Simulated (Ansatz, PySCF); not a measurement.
System: CHO$_{2}$, net charge -1, singlet state. It need not be the lowest isomer of its formula. Whether it binds its extra electron was not tested at this geometry. 
Coordinates optimised at B3LYP-D3(BJ)/def2-TZVP (Ansatz, a quantum-chemistry and plane-wave program):
```xyz
4

O     -1.0561    -0.3806    -0.0120
C      0.0122     0.6089    -0.0135
O      1.1192     0.0788     0.0201
H     -0.5775    -1.2392     0.0166
```
Charge -1, spin multiplicity 1.

Total electronic energies in hartree. Valence correlation only, unless marked. Spin-orbit coupling is left out. No relativistic terms. Basis-set limits of correlation are two-point, X^-3; Hartree-Fock from the larger set. The bracket is a focal-point correction in the basis named.

```csv
level,program,energy (Eh)
HF/STO-3G,Ansatz,-185.42584
HF/cc-pVQZ,Ansatz,-188.22050
HF-D3(BJ)/def2-TZVPD,PySCF + dftd3,-188.23430
PBE/def2-TZVPD,PySCF,-189.03626
PBE-D3(BJ)/def2-TZVPD,Ansatz + dftd3,-189.03757
revPBE-D4/def2-TZVPD,Ansatz + dftd4,-189.18838
TPSS/def2-TZVPD,PySCF,-189.25345
B3LYP-D3(BJ)/def2-TZVPD,Ansatz + dftd3,-189.23769
PBE0/6-31G*,Ansatz,-188.89943
PBE0-D4/def2-TZVP,Ansatz + dftd4,-189.01342
BHLYP/def2-TZVPD,Ansatz,-189.12388
MN15/def2-TZVPD,PySCF,-189.03665
CAM-B3LYP/def2-TZVPD,Ansatz,-189.16717
LC-wPBE/def2-TZVPD,Ansatz,-189.10869
wB97X-V/def2-TZVPD,Ansatz,-189.16472
RPA@PBE/cc-pVTZ,Ansatz,-189.13014
MP2/STO-3G,Ansatz,-185.55772
MP2/cc-pwCVTZ,Ansatz,-188.85179
SCS-MP2/cc-pVTZ,Ansatz,-188.82122
CCSD/aug-cc-pVTZ,Ansatz,-188.87028
CCSD/cc-pVQZ,Ansatz,-188.90432
CCSD(T)/cc-pVDZ,PySCF,-188.65896
"RI-MP2/CBS(aug-cc-pVTZ,aug-cc-pVQZ)+[CCSD(T)-MP2]/aug-cc-pVTZ",Ansatz,-188.9856
```

Totals of different functionals don't rank their quality; only differences between species are comparable.
